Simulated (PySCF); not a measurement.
SiH2, SMILES [SiH2] (connectivity only; charge and spin as stated), neutral, multiplicity 1. Atoms are numbered in the order given.

```xyz
3

Si     0.0000     0.0000     0.1354
H      0.0000    -1.0928    -0.9477
H      0.0000     1.0928    -0.9477
```
Charge 0, spin multiplicity 1.

Geometry optimised at PBE-D3(BJ)/def2-TZVPD. The isomer is the one that the SMILES or the coordinates give; other isomers of the formula were not compared.

These are PySCF with PBE/def2-TZVPD values and carry that method's errors.

The molecule is in vacuum.

Computed frontier levels, gap, dipole moment and polarisability:
```
Property                                                                                                       Result
---------------------------------------------------------------------------------------------  ----------------------
highest occupied level                                                                                       -5.88 eV
lowest empty level                                                                                           -4.04 eV
orbital gap                                                                                                   1.84 eV
dipole moment                                                                                                  0.08 D
quadrupole, principal values (traceless, Buckingham form, about the centre of nuclear charge)  -3.65, -0.99, 4.65 D·Å
mean static polarisability                                                                       37.2 bohr³ (5.51 Å³)
polarisability, principal values                                                               31.5, 39.0, 41.1 bohr³
```
